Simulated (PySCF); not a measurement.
## A small calculation by hand: entropy of an ideal gas

chloromethane (CH3Cl), SMILES CCl.

Coordinates come from a ωB97X-D3(BJ)/def2-TZVP optimisation.

ωB97X-D3(BJ)/def2-TZVP run with PySCF 2.14.0 gives the harmonic wavenumbers 766, 1042, 1042, 1400, 1493, 1493, 3099, 3199, 3199 cm⁻¹ and the rotational temperatures 7.5471, 0.6397, 0.6397 K. The molar mass is 50.49 g/mol, the symmetry number 3, the spin multiplicity 1.

Work out the entropy at 298.15 K and 1 atm in the rigid-rotor, harmonic-oscillator model.


Translation (Sackur–Tetrode at 1 atm): S = R[1.5 ln M + 2.5 ln T − 1.16487] = 157.7 J/(mol K).
Rotation: q = (√π/σ) T^1.5/√(θA θB θC) = 1730, S = R[ln q + 3/2] = 74.5 J/(mol K).
Vibration: with u = 1.4388 ν/T, each mode gives R[u/(e^u − 1) − ln(1 − e^−u)]:
| ν (cm⁻¹) | modes | u | S (J/(mol K)) |
|---|---|---|---|
| 766 | 1 | 3.70 | 0.99 |
| 1042 | 2 | 5.03 | 0.66 |
| 1400 | 1 | 6.76 | 0.08 |
| 1493 | 2 | 7.20 | 0.10 |
The stiffer modes add less than 0.005 each. Sum 1.8 J/(mol K).
Spin: R ln 1 = 0.0 J/(mol K).
Total 234.0 J/(mol K); the program's own thermochemistry gives 233.9. Translation makes up 67 % and vibration 1 %. Anharmonicity, hindered rotation and orbital degeneracy are left out.
